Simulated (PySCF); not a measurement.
# BO+: bond curves at several levels of theory

Aim: find the lowest electronic state of BO+, scan its bond at several levels of theory, and get bond length, wavenumber and dissociation energy from each curve.

Method: B x2c-SVPall, O x2c-SVPall, spin-free X2C with a Gaussian nucleus; program: PySCF 2.14.0.

**1. Input**

A driver script around PySCF takes these settings:

| Quantity | Value |
| --- | --- |
| atoms | B, O |
| charge | 1 |
| basis | B x2c-SVPall, O x2c-SVPall |
| Hamiltonian | spin-free X2C with a Gaussian nucleus |
| basis functions | 28 |
| electrons treated | 12 |
| masses in u | 11.0093, 15.9949 |
| levels | PBE0, PBE, r²SCAN, B97-3, r²SCAN0, PBEsol, ωB97X, HF, MP2, SCS-MP2, CCSD, CCSD(T) |
| grid | 80 radial by 434 angular points |
| occupations | held fixed by the projection of orbital angular momentum |
| dissociation limit | B+ + O, each in its ground configuration |
| starting distance in angstrom | 1.515 |
| values of 2S to try | 0, 2 |

On the command line:

```console
> OMP_NUM_THREADS=1 python dia.py task.json out
```

The runs that follow: PBE0 along the bond; Higher solutions at PBE0; PBE (GGA); r²SCAN (meta-GGA); B97-3; r²SCAN0; PBEsol; ωB97X; RHF (mean field); MP2 and coupled cluster.

Q: Predict the outcome of this session. Wanted: for each run, Re; ωe; De; μ.

**Answer**, as computed:

Lowest PBE0 solution found, without spin–orbit coupling: ¹Σ⁺ (singlet), closed shell. State 2 has its PBE0 minimum 0.26 eV higher. State 3 has its PBE0 minimum 0.35 eV higher, as a spin-mixed determinant (⟨S²⟩ = 1.01), so this is no gap between pure states. The other levels ran on the lowest alone.

```
      level  Re (Å)  ωe (cm⁻¹)  De (eV)  μ (D)
        RHF   1.153       2281     0.95  -6.78
   RHF-CCSD   1.197       1965     3.09    n/a
RHF-CCSD(T)   1.214       1802     3.43    n/a
        PBE   1.207       1888     5.00  -5.45
     PBEsol   1.205       1904     5.37  -5.50
     r²SCAN   1.195       1956     4.51  -5.83
       PBE0   1.186       2011     4.18  -5.94
    r²SCAN0   1.180       2053     3.88  -6.16
      B97-3   1.185       2019     4.21  -5.99
      ωB97X   1.183       2044     4.08  -6.14
```

De is counted to B+ + O in their ground configurations. A positive dipole points from B to O; in an ion it is taken about the centre of mass and does not tell which atom is negative. No constants: RHF-MP2 (the points don't follow one smooth fit); RHF-SCS-MP2 (the points don't follow one smooth fit).

What this shows: The methods spread over 0.061 Å in bond length, from RHF to RHF-CCSD(T). Of the levels with a De here, RHF gives the least (0.95 eV) and PBEsol the most (5.37 eV).

Correlated steps freeze 2 core orbitals. T1 is 0.054 near the minimum (highest on the curve 0.059), which may point to more than one leading configuration.
